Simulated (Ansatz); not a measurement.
C3⁺, relaxed as a doublet with UKS r2SCAN-D4/def2-TZVP in Ansatz, starting from the GFN2-xTB geometry. Force threshold 0.02 eV/Å.

The charge 1 doublet is spin-contaminated (final ⟨S²⟩ up to 1.07, 0.75 for a pure state). The structure comes from a short search, and lower isomers may exist.

Start:

```xyz
3

C     0.105   -0.277   -1.234
C    -0.105    0.277    1.234
C     0.000    0.000    0.000
```

| step | energy (eV) | largest force component (eV/Å) | SCF passes |
| --- | --- | --- | --- |
| 1 | -3090.3856 | 1.287 | 151 |
| 2 | -3090.4224 | 0.339 | 159 |
| 3 | -3090.4286 | 2.817 | 103 |
| 4 | -3090.5211 | 1.632 | 140 |
| 5 | -3090.5212 | 1.695 | 123 |
| 6 (rejected) | -3090.4885 | 2.587 | 99 |
| 7 | -3090.5410 | 0.088 | 78 |
| 8 | -3090.5411 | 0.006 | 95 |
| 9 | -3090.5411 | 0.002 | 133 |
| 10 | -3090.5411 | 0.002 | 136 |
| 11 | -3090.5411 | 0.003 | 136 |
| 12 | -3090.5411 | 0.006 | 132 |
| 13 | -3090.5411 | 0.010 | 132 |
| 14 | -3090.5412 | 0.020 | 123 |
| 15 | -3090.5413 | 0.035 | 77 |
| 16 | -3090.5420 | 0.154 | 74 |
| 17 | -3090.5442 | 0.578 | 81 |
| 18 | -3090.5451 | 0.727 | 75 |
| 19 (rejected) | -3090.5324 | 0.912 | 84 |
| 20 | -3090.5614 | 0.237 | 71 |
| 21 (rejected) | -3090.4515 | 3.836 | 80 |
| 22 (rejected) | -3090.5332 | 1.195 | 67 |
| 23 | -3090.5622 | 0.239 | 65 |
| 24 | -3090.5629 | 0.006 | 67 |
| 25 | -3090.5629 | 0.000 | 67 |

Force components are those of the run's own axes.

End:

```csv
atom,x (Å),y (Å),z (Å)
C1,0.0842,-0.2028,-1.2694
C2,-0.1272,0.3588,1.1992
C3,0.0430,-0.1560,0.0702
```

By distances, no bond broke or formed. The bond that changes most is C1–C3, from 1.27 to 1.34 Å (atoms count from 1).

The force fell under the threshold at step 8, but the optimiser went on and released 0.022 eV more. No frequencies were taken in this run, so the end may be a saddle point.

It took 66 s on 4 threads of Arm Neoverse V2 on a shared host.
